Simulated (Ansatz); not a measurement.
## How far each method lies from full CI for SiH$_{2}$, triplet

Geometry: MP2(full)/6-31G*, from the G2/97 set.

```yaml
atoms:
  - { symbol: Si, position_ang: [0.0000, 0.0000, 0.0508] }
  - { symbol: H, position_ang: [0.0000, 1.2719, -0.7081] }
  - { symbol: H, position_ang: [0.0000, -1.2719, -0.7081] }
```

Basis 6-31G; Ansatz 0.2.0. Only valence electrons are correlated (noble-gas cores frozen), which leaves 6 electrons in 12 orbitals. Prefix R: restricted or restricted open-shell reference; prefix U: unrestricted. Active spaces: valence = (6e, 6o) chosen from the atoms' valence shells.

Full CI is exact within this basis and frozen core; it isn't the basis-set limit. The frozen core follows each run's orbitals, which can shift R against U totals by a few meV.

For open shells CISD and CISDTQ are restricted-active-space CI with the open shells as a complete middle space.

* UHF ⟨S²⟩: 2.006
* T1 diagnostic (RCCSD): 0.0153
* largest doubles amplitude (RCCSD): 0.053
* T1 diagnostic (UCCSD): 0.0081

```json
{"level": "RHF", "E − E(full CI) (kJ/mol)": "136.6", "share of correlation (%)": "0.00", "wall time": "–"}
{"level": "UHF", "E − E(full CI) (kJ/mol)": "133.5", "share of correlation (%)": "2.23", "wall time": "–"}
{"level": "RMP2", "E − E(full CI) (kJ/mol)": "43.5", "share of correlation (%)": "68.15", "wall time": "–"}
{"level": "UMP2", "E − E(full CI) (kJ/mol)": "42.4", "share of correlation (%)": "68.94", "wall time": "–"}
{"level": "CISD", "E − E(full CI) (kJ/mol)": "4.1", "share of correlation (%)": "96.97", "wall time": "0.18 s"}
{"level": "RCCSD", "E − E(full CI) (kJ/mol)": "2.0", "share of correlation (%)": "98.53", "wall time": "–"}
{"level": "UCCSD", "E − E(full CI) (kJ/mol)": "2.0", "share of correlation (%)": "98.54", "wall time": "–"}
{"level": "RCCSD(T)", "E − E(full CI) (kJ/mol)": "0.7", "share of correlation (%)": "99.49", "wall time": "0.24 s"}
{"level": "UCCSD(T)", "E − E(full CI) (kJ/mol)": "0.7", "share of correlation (%)": "99.50", "wall time": "0.24 s"}
{"level": "BCCD(T)", "E − E(full CI) (kJ/mol)": "0.7", "share of correlation (%)": "99.50", "wall time": "0.33 s"}
{"level": "RCCSDT", "E − E(full CI) (kJ/mol)": "0.1", "share of correlation (%)": "99.95", "wall time": "–"}
{"level": "UCCSDT", "E − E(full CI) (kJ/mol)": "0.1", "share of correlation (%)": "99.96", "wall time": "–"}
{"level": "CISDTQ", "E − E(full CI) (kJ/mol)": "0.0", "share of correlation (%)": "99.98", "wall time": "0.42 s"}
{"level": "RCCSDT(Q)", "E − E(full CI) (kJ/mol)": "0.0", "share of correlation (%)": "99.99", "wall time": "1.4 s"}
{"level": "UCCSDT(Q)", "E − E(full CI) (kJ/mol)": "0.0", "share of correlation (%)": "100.00", "wall time": "1.3 s"}
{"level": "RCCSDTQ", "E − E(full CI) (kJ/mol)": "0.0", "share of correlation (%)": "100.00", "wall time": "5.5 s"}
{"level": "UCCSDTQ", "E − E(full CI) (kJ/mol)": "0.0", "share of correlation (%)": "100.01", "wall time": "5.5 s"}
{"level": "CASSCF (valence space)", "E − E(full CI) (kJ/mol)": "44.1", "share of correlation (%)": "67.71", "wall time": "–"}
{"level": "NEVPT2 (valence space)", "E − E(full CI) (kJ/mol)": "14.1", "share of correlation (%)": "89.70", "wall time": "0.3 s"}
{"level": "NEVPT4(SD) (valence space)", "E − E(full CI) (kJ/mol)": "2.5", "share of correlation (%)": "98.16", "wall time": "0.51 s"}
{"level": "MRCISD (valence space)", "E − E(full CI) (kJ/mol)": "1.1", "share of correlation (%)": "99.23", "wall time": "–"}
{"level": "MRCISD+Q (valence space)", "E − E(full CI) (kJ/mol)": "0.5", "share of correlation (%)": "99.63", "wall time": "0.51 s"}
```

The correlation energy at full CI, counted from RHF, is -1.415 eV. That run took 0.51 s on 1 thread of AMD EPYC 7R13, shared host over 11,736 determinants.

Times hold each run's SCF and search for its determinant on a shared host, so for small cases they say little of a method's own cost; they ran on 1 thread of AMD EPYC 7R13.

The full-CI state has the irrep B1 of C2v, in the program's axes.

Natural occupations of full CI about the gap: 1.970 1.959 0.998 0.996 0.033 0.024 0.005 0.005 0.004 0.004; effectively unpaired electrons, Σ n²(2−n)², 2.02.

Atomization energy (electronic, same basis, no zero-point term; atoms at the same level, unrestricted beside the R rows where the molecule is a closed shell, with restricted open-shell steps beyond CCSDT(Q)) at full CI: 443.5 kJ/mol. Errors of other levels:

```json
{"level": "RHF", "error (kJ/mol)": "-74.5"}
{"level": "UHF", "error (kJ/mol)": "-71.5"}
{"level": "RMP2", "error (kJ/mol)": "-19.7"}
{"level": "UMP2", "error (kJ/mol)": "-18.6"}
{"level": "CISD", "error (kJ/mol)": "-3.6"}
{"level": "RCCSD", "error (kJ/mol)": "-1.6"}
{"level": "UCCSD", "error (kJ/mol)": "-1.6"}
{"level": "RCCSD(T)", "error (kJ/mol)": "-0.6"}
{"level": "UCCSD(T)", "error (kJ/mol)": "-0.6"}
{"level": "BCCD(T)", "error (kJ/mol)": "-0.5"}
{"level": "RCCSDT", "error (kJ/mol)": "-0.1"}
{"level": "UCCSDT", "error (kJ/mol)": "-0.1"}
{"level": "CISDTQ", "error (kJ/mol)": "0.0"}
{"level": "RCCSDT(Q)", "error (kJ/mol)": "0.0"}
{"level": "UCCSDT(Q)", "error (kJ/mol)": "0.0"}
{"level": "RCCSDTQ", "error (kJ/mol)": "0.0"}
{"level": "UCCSDTQ", "error (kJ/mol)": "0.0"}
{"level": "CASSCF (valence space)", "error (kJ/mol)": "-16.5"}
{"level": "NEVPT2 (valence space)", "error (kJ/mol)": "-3.0"}
{"level": "NEVPT4(SD) (valence space)", "error (kJ/mol)": "-0.5"}
{"level": "MRCISD (valence space)", "error (kJ/mol)": "-0.8"}
{"level": "MRCISD+Q (valence space)", "error (kJ/mol)": "-0.6"}
```

This basis is far from its limit, so the value isn't to be set against a measured one. Truncated CI isn't size-consistent, which counts against it in atomization.
